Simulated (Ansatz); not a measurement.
Frontier orbitals of C4H8S2, SMILES `C1CSCSC1`.

Total charge 0; spin multiplicity 1. The structure was optimised at the PBE0-D4/def2-TZVP level. It is a higher conformer; a search finds a lower one. Basis def2-TZVPP, Ansatz 0.2.0.

A caution on the coupled-cluster cation, which keeps the state that its UHF reference found: large T1 diagnostic of the cation.

| functional | HOMO (eV) | LUMO (eV) | gap (eV) |
| --- | --- | --- | --- |
| PBE | -4.98 | -0.75 | 4.23 |
| BLYP | -4.84 | -0.63 | 4.21 |
| PBE0 | -6.18 | 0.23 | 6.41 |
| CAM-B3LYP | -7.51 | 1.32 | 8.83 |
| LC-ωPBE | -8.87 | 2.56 | 11.43 |
| ωB97M-V | -8.37 | 2.17 | 10.54 |

(1) What is the vertical ionisation energy at frozen-core CCSD(T)/CBS(def2)? (An estimate is asked.)

## Answers

(1) The calculation gave: 8.58 eV (T1 of the cation 0.048).

From PBE to PBE0 the HOMO moves by −1.20 eV and the LUMO by +0.98 eV, and with ωB97M-V by −3.40 and +2.92 eV, so the gap grows from 4.22 to 10.54 eV with exact exchange. A positive LUMO is unbound and depends on the basis. −ε(HOMO) differs from that ionisation energy by −3.60 eV with PBE and −0.21 eV with ωB97M-V.

LC-ωPBE has ω = 0.4 bohr⁻¹.
